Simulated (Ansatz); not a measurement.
Results of PBEsol in Ansatz (plane waves, PAW) for rhombohedral A7 Sb.

Numerical settings: plane-wave cutoff 520 eV, 18×18×18 k mesh, Fermi–Dirac smearing 0.084 eV (set by the program), scalar-relativistic PAW data made under PBE.

Computed at the level's own relaxed cell.

Elastic tensor (GPa, Voigt notation, ions relaxed):

```
   95.3    28.0    27.6   -22.4     0.0     0.0
   28.0    95.3    27.6    22.4     0.0     0.0
   27.6    27.6    50.4     0.0     0.0     0.0
  -22.4    22.4     0.0    39.1     0.0     0.0
    0.0     0.0     0.0     0.0    39.1   -22.4
    0.0     0.0     0.0     0.0   -22.4    33.7
```

Task: Work out the Voigt, Reuss and Hill averages of the bulk and shear moduli, Young's modulus and Poisson's ratio from the printed constants.

Result: K_V = [C11 + C22 + C33 + 2(C12 + C13 + C23)]/9 = [241.0 + 2 × 83.2]/9 = 45.3 GPa. G_V = [241.0 − 83.2 + 3 × 111.9]/15 = 32.9 GPa. From the compliances S = C⁻¹, K_R = 41.3 and G_R = 21.1 GPa. Hill means: K = 43.3, G = 27.0 GPa. E = 9KG/(3K + G) = 67 GPa, ν = (3K − 2G)/(6K + 2G) = 0.24, K/G = 1.60.

Note: the cell comes from a level without a dispersion term, which matters for the spacing of layers, chains or molecules.

Ansatz is a quantum-chemistry and plane-wave program.
